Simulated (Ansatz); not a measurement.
# Down a group: atomization energies of AlC, AlGe

Ansatz 0.2.0, basis cc-pVDZ; geometries are PBE0/def2-TZVP minima. Wave-function levels freeze the cores with the filled d shells of p-block atoms; HF, MP2 and coupled cluster are restricted for singlets and unrestricted otherwise, atoms included (their steps beyond CCSDT(Q) come from restricted open-shell runs), restricted open-shell where a d shell is frozen. NEVPT2 stands on CASSCF in the full valence space. The reference is full CI, exact within the basis. An error is the level's value less the reference. None of these values is a measured one. Energies are electronic, without zero-point terms. No spin–orbit coupling and no scalar relativity. The set is small: it underbinds, by tens of kJ/mol for each bond, so near ties and functionals' places can change in larger sets. The species are chosen: bound, without strong static correlation by their natural occupations or amplitudes, in their lowest spin state as far as vertical gaps and like structures tell, and with a ladder that closes on the reference, so errors are smaller than for species at large; levels whose determinant breaks symmetry or spin markedly are left out.

```
      species    bonds (Å)     quantity  symmetry of the states  reference  value (kcal/mol)  error CCSD  error CCSD(T)  error CCSDT  error CCSDT(Q)  error NEVPT2
 AlC, quartet   C–Al 1.967  atomization                 Σ⁻ or Δ    full CI              69.7        -2.5           -0.7         -0.2             0.0           0.4
AlGe, quartet  Al–Ge 2.467  atomization                 Σ⁻ or Δ    full CI              49.1        -3.1           -0.8         -0.2             0.0           0.6
```

The reference falls from C to Ge, by 20.6 kcal/mol in all.
